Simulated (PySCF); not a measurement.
## ethylene carbonate: proton affinities at several levels

Structure: `O=C1OCCO1` (C3H4O3). Coordinates in Å; atoms count from 1 in this order:
```
O     2.6810   -0.1341    0.0509
C     1.4981   -0.0733    0.0292
O     0.6622   -1.0545    0.4318
C    -0.6689   -0.7220    0.0900
C    -0.5893    0.7868   -0.1259
O     0.7824    0.9859   -0.4055
H    -1.3409   -1.0180    0.9064
H    -0.9567   -1.2638   -0.8264
H    -1.1910    1.1445   -0.9719
H    -0.8642    1.3572    0.7769
```

All levels share the PBE0-D3(BJ)/def2-SVP structures and the PBE0-D3(BJ)/def2-SVP thermal terms; only the single-point energies (PySCF) change. Values are proton affinities (298 K, kJ/mol).

Measured (NIST Chemistry WebBook): proton affinity (−ΔH) 814 kJ/mol.

```
                                level   O1   O3     time
     r2SCAN-D3(BJ)/6-311+G** (grid 4)  811  714  2.1 min
               ωB97X-D3(BJ)/def2-TZVP  826  712        –
LC-ωPBE/def2-SVP (grid 1, conv 1e-06)  828  710     17 s
```

Times are wall times for all single points of a level on 1 thread of Arm Neoverse V2, a shared host; the dash marks the run that also made the structures. LC-ωPBE, r2SCAN ran on a slower path of this set-up, which computes the density-fitting integrals anew in every SCF cycle while the other levels store them. So the times needn't show the usual order of cost, and those levels read slower than they are.

The widest spread is that of O1: 16 kJ/mol, from 811 to 828.

Differences come from unrounded values, so a last digit can differ from that of the printed terms.
